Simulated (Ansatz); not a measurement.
Process, species as SMILES: [SH] (SH) → [SH-] (an electron is taken up)
B3LYP-D3(BJ)/def2-TZVP geometries, fixed; electronic energies without zero-point terms; positive where energy is released.

Basis-set convergence of the adiabatic electron affinity at wB97M-V with Ansatz (a quantum-chemistry and plane-wave program). Cartesian d functions, on some or all atoms, in 6-31G*, 6-31G**, 6-31+G*, 6-311G**, 6-311+G**; all else is spherical. The program fits the integrals of some runs and decomposes those of others, by size. Open shells are unrestricted. The functional holds VV10 correlation; no added dispersion term, no relativity. Functions are those of the species that has most. Reference: the value in aug-cc-pV(5+d)Z, 2.304 eV. Deviations are taken from unrounded values.

| basis | functions |
|---|---|
| STO-3G | 10 |
| 3-21G | 15 |
| 6-31G | 15 |
| 6-31G* | 21 |
| 6-31G** | 24 |
| 6-31+G* | 25 |
| 6-311G** | 33 |
| 6-311+G** | 37 |
| 6-311++G(2d,2p) | 45 |
| 6-311++G(3df,3pd) | 65 |

Which is the smallest Pople set listed that can be trusted to 0.05 eV here, that is, within that of the reference together with its larger relatives (same family, alike in diffuse functions; a set with none to test it counts only in the reference's own line)?

The smallest set listed that lies within 0.05 eV of the reference with all its larger relatives (same family, alike in diffuse functions; a set with none counts only in the reference's own line) is 6-31+G* (25 functions, -0.005 eV off). Inside, with no larger relative to test it: 6-311G**. Value minus reference: STO-3G -6.755, 3-21G -0.598, 6-31G -0.421, 6-31G* -0.509, 6-31G** -0.506, 6-31+G* -0.005, 6-311G** -0.040, 6-311+G** -0.007, 6-311++G(2d,2p) -0.010, 6-311++G(3df,3pd) -0.016 eV.
